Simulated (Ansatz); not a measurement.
Two isomers of C5H6: A = `CC1=CC=C1`, B = `C#C/C=C/C`.

Gas-phase electronic energies from Ansatz, PBE0-D4/def2-TZVP geometries. CCSD(T)/CBS adds triple-zeta CCSD(T) − MP2 to the extrapolated MP2 energy (def2 sets, frozen cores). DFT in def2-TZVPP.

Question: Which isomer does CCSD(T)/CBS put lower? Give the gap. (Best estimate.)

Answer: Ansatz gave: B, by 130.6 kJ/mol.

Question: Give E(B) − E(A) in kJ/mol with CCSD(T)/def2-TZVPP, B2PLYP, CCSD(T)/def2-SVP, CCSD/def2-TZVPP, MP2/def2-TZVPP, ωB97M-V, BLYP-D4. (Estimate.)

Answer: Ansatz gave: CCSD(T)/def2-TZVPP -132.5, B2PLYP -151.4, CCSD(T)/def2-SVP -128.7, CCSD/def2-TZVPP -137.1, MP2/def2-TZVPP -143.7, ωB97M-V -132.7, BLYP-D4 -153.0. None reverses the order clearly.

Question: Does the order hold for the free energy at 298.15 K (harmonic terms from PBE0-D4)? (An estimate is asked.)

Answer: Computed: Yes: G(B) − G(A) = -132.5 kJ/mol.

Largest T1 diagnostic: 0.012.

From r2SCAN to r2SCAN0 (25 % exact exchange), in def2-TZVPP and without D4, E(B) − E(A) moves by +5.3 kJ/mol. In def2-TZVPP, CCSD(T) changes the Hartree–Fock value by +35.4 kJ/mol (the triples alone add +4.6 kJ/mol) and MP2 by +24.2 kJ/mol.
